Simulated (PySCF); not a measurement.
## Ionisation energy of Mg by level of theory

Mg [Ne] 3s2 (1S) → Mg+ [Ne] 3s1 (2S), as a difference of total energies. All numbers are calculated (PySCF 2.14, the non-relativistic Hamiltonian (point nucleus), in dyall-av2z). Correlated levels: valence: [Ne] frozen; virtual orbitals above 40 to 60 times the deepest correlated orbital energy dropped. The calculations carry no spin-orbit coupling.

Task: Order these methods by the ionisation energy they give, lowest first.
A. SCS-MP2 (valence)
B. MP2 (valence)
C. CCSD (valence)
D. UHF

Result: D (6.607 eV), B (7.224 eV), A (7.347 eV), C (7.521 eV).

Errors of the correlated levels include the incompleteness of this basis and the frozen core.

With two correlated electrons CCSD is exact in that space.

For comparison: 7.646 eV (measured; NIST Atomic Spectra Database, ionization energies).
